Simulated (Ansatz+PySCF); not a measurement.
A calculation with PySCF 2.14.0.

```python
from pyscf import gto, scf, cc

mol = gto.M(atom="""
Li 0.000000 0.000000 0.000000
F 0.674800 0.899740 1.947990
""", basis='sto-3g', charge=0, spin=2)
mf = scf.UHF(mol)
mf.kernel()
mycc = cc.CCSD(mf, frozen=1).run()
et = mycc.ccsd_t()
print(mf.e_tot, mycc.e_corr, et, mycc.e_tot + et)
```

The script is written out from the run's settings.

Results

* Converged: yes
* Reference energy: -105.32284 hartree
* CCSD correlation energy: -0.00302 hartree
* Triples correction: -0.00008 hartree
* Total energy: -105.32593 hartree
* Spin squared of the determinant: 2.001

Caution: another spin multiplicity may lie lower.
